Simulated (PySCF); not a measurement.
## Level of theory and adiabatic energies of losing or gaining an electron: 1,2-dithiolane

Structure: `C1CSSC1` (C3H6S2).

All levels share the PBE0-D3(BJ)/ma-def2-SVP structures and the PBE0-D3(BJ)/ma-def2-SVP thermal terms; only the single-point energies (PySCF) change. Values are adiabatic energies of losing or gaining an electron (0 K, eV).

Measured (NIST Chemistry WebBook): adiabatic ionisation energy 7.60 eV.

```
                    level  ionisation energy to the radical cation     time
       HF/6-311++G(2d,2p)                                     6.94     45 s
         PBE/ma-def2-TZVP                                     7.38  3.1 min
ωB97X-D3(BJ)/ma-def2-TZVP                                     7.71        –
```

Times are wall times for all single points of a level on 1 thread of Intel Xeon Platinum 8488C, a shared host; the dash marks the run that also made the structures. PBE ran on a slower path of this set-up, which computes the density-fitting integrals anew in every SCF cycle while the other levels store them. So the times needn't show the usual order of cost, and those levels read slower than they are.

Hartree-Fock leaves out electron correlation, so its ionisation energies and electron affinities from energy differences come out too low, often by 1 eV or more.

The spread: 0.77 eV, from 6.94 to 7.71.
